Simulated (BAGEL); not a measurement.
# [NH3]+ (SMILES [NH3+]) at UHF/6-31G(d) (density fitting with qzvpp-jkfit, spherical functions)

What is the energy change on altering one bond length of [NH3]+ at UHF/6-31G* (density fitting with qzvpp-jkfit, spherical functions)? 

Program for the calculation: BAGEL 1.2.2.

2 further runs of the same task are left out: 2 set aside as unsound or not needed.

## Step 1: The system as given

The species is [NH3]+ (4 atoms), meant as a doublet with charge +1. SMILES: `[NH3+]`. Geometry: relaxed at GFN2-xTB.

Bond lengths: N1–H2 1.028 Å, N1–H3 1.028 Å, N1–H4 1.028 Å. Angles: H2–N1–H3 120.0°, H2–N1–H4 120.0°, H3–N1–H4 120.0°.

## Step 2: The energy at UHF/6-31G(d) (density fitting with qzvpp-jkfit, spherical functions)

File job.json:

```json
{ "bagel": [

{
  "title": "molecule",
  "basis": "6-31gs.json",
  "df_basis": "qzvpp-jkfit",
  "angstrom": true,
  "geometry": [
    { "atom": "N", "xyz": [       0.000140,      -0.000820,      -0.000330 ] },
    { "atom": "H", "xyz": [       0.510700,      -0.238750,       0.859300 ] },
    { "atom": "H", "xyz": [      -0.995460,      -0.239520,      -0.089810 ] },
    { "atom": "H", "xyz": [       0.484620,       0.479080,      -0.769160 ] }
  ]
},

{
  "title": "uhf",
  "charge": 1,
  "nopen": 1
},

{
  "title": "print",
  "file": "orbitals.molden",
  "orbitals": true
}

]}
```

The basis set 6-31G* is read from a file made from the Basis Set Exchange's data (not shown).

The run is started by

```sh
$ BAGEL_NUM_THREADS=1 BAGEL job.json > job.out
```

The log of the run:

```text
* using 1 threads per process

  ===============================================================
  ===============================================================

  *** Geometry ***

  { "atom" : "N", "xyz" : [      0.000265,     -0.001550,     -0.000624 ] },
  { "atom" : "H", "xyz" : [      0.965083,     -0.451172,      1.623842 ] },
  { "atom" : "H", "xyz" : [     -1.881147,     -0.452627,     -0.169716 ] },
  { "atom" : "H", "xyz" : [      0.915799,      0.905330,     -1.453502 ] },

  Number of auxiliary basis functions:      131

  Since a DF basis is specified, we compute 2- and 3-index integrals:
    o Being stored without compression. Storage requirement is 0.000 GB

  Number of basis functions:       20
  Number of electrons      :       10

    * METHOD: MOLECULE                             0.01

  *** Open-shell HF ***

  === Nuclear Repulsion ===
    11.7049204604

      * DIIS with orbital gradients will be used.

  === UHF iteration (6-31gs.json) ===
      0        -55.84131054          0.05000094           0.00
      1        -55.86920529          0.01064818           0.00
      2        -55.87114638          0.00331253           0.00
      3        -55.87153026          0.00069897           0.00
      4        -55.87161432          0.00028118           0.00
      5        -55.87166497          0.00005895           0.00
      6        -55.87167588          0.00000837           0.00
      7        -55.87167691          0.00000397           0.00
      8        -55.87167721          0.00000010           0.00
      9        -55.87167721          0.00000003           0.00
     10        -55.87167721          0.00000001           0.00
     11        -55.87167721          0.00000000           0.00
    * SCF iteration converged.

    * S^2 (UHF) is 0.7610

    * Permanent dipole moment:
           (    0.000306,    -0.001521,    -0.000652) a.u.

    * METHOD: UHF                                  0.02

    * METHOD: PRINT                                0.00

  ===============================================================
```

It took 0.36 s on 1 thread of Intel Xeon 6975P-C (Granite Rapids), shared host; peak memory 0.078 GiB.

## Step 3: The distorted shape at the same level

File hf.json:

```json
{ "bagel" : [

{
  "title" : "molecule",
  "basis" : "6-31gs.json",
  "df_basis" : "qzvpp-jkfit",
  "angstrom" : true,
  "geometry" : [
    { "atom" : "N", "xyz" : [      -0.145212,      -0.144798,       0.230332 ] },
    { "atom" : "H", "xyz" : [       0.365348,      -0.382728,       1.089962 ] },
    { "atom" : "H", "xyz" : [      -1.140812,      -0.383498,       0.140852 ] },
    { "atom" : "H", "xyz" : [       0.484620,       0.479080,      -0.769160 ] }
  ]
},

{ "title" : "uhf", "charge" : 1, "nopen" : 1 },

{ "title" : "print", "file" : "orbitals.molden", "orbitals" : true }

]}
```

The basis set 6-31G* is read from a file made from the Basis Set Exchange's data (not shown).

The run is started by

```sh
$ BAGEL_NUM_THREADS=1 BAGEL hf.json > hf.out
```

The log of the run:

```text
* using 1 threads per process

  ===============================================================
  ===============================================================

  *** Geometry ***

  { "atom" : "N", "xyz" : [     -0.274411,     -0.273629,      0.435264 ] },
  { "atom" : "H", "xyz" : [      0.690408,     -0.723251,      2.059730 ] },
  { "atom" : "H", "xyz" : [     -2.155822,     -0.724706,      0.266172 ] },
  { "atom" : "H", "xyz" : [      0.915799,      0.905330,     -1.453502 ] },

  Number of auxiliary basis functions:      131

  Since a DF basis is specified, we compute 2- and 3-index integrals:
    o Being stored without compression. Storage requirement is 0.000 GB

  Number of basis functions:       20
  Number of electrons      :       10

    * METHOD: MOLECULE                             0.01

  *** Open-shell HF ***

  === Nuclear Repulsion ===
    10.7940646165

      * DIIS with orbital gradients will be used.

  === UHF iteration (6-31gs.json) ===
      0        -55.79321335          0.04596701           0.00
      1        -55.81956534          0.01031980           0.00
      2        -55.82190097          0.00404628           0.00
      3        -55.82248382          0.00111891           0.00
      4        -55.82276167          0.00035183           0.00
      5        -55.82296289          0.00009040           0.00
      6        -55.82305292          0.00004538           0.00
      7        -55.82309168          0.00002528           0.00
      8        -55.82310399          0.00000699           0.00
      9        -55.82310422          0.00000235           0.00
     10        -55.82310423          0.00000136           0.00
     11        -55.82310424          0.00000040           0.00
     12        -55.82310424          0.00000008           0.00
     13        -55.82310424          0.00000002           0.00
     14        -55.82310424          0.00000001           0.00
     15        -55.82310424          0.00000000           0.00
    * SCF iteration converged.

    * S^2 (UHF) is 0.7753

    * Permanent dipole moment:
           (   -0.126830,    -0.127485,     0.201084) a.u.

    * METHOD: UHF                                  0.03

    * METHOD: PRINT                                0.00

  ===============================================================
```

It took 0.34 s on 1 thread of Intel Xeon 6975P-C (Granite Rapids), shared host; peak memory 0.078 GiB.

## Step 4: Results

At UHF/6-31G* (density fitting with qzvpp-jkfit, spherical functions):

| quantity | value |
| --- | --- |
| first shape: total energy | -55.87168 Eh |
| first shape: ⟨S²⟩ | 0.761 |
| distorted shape: total energy | -55.82310 Eh |
| distorted shape: ⟨S²⟩ | 0.775 |
| energy change with the N1–H4 bond stretched from 1.028 to 1.336 Å | 1.322 eV |

With the N1–H4 bond stretched from 1.028 to 1.336 Å the energy rises by 1.32 eV (128 kJ/mol). The first shape isn't relaxed at this level, so the change isn't measured from a minimum.
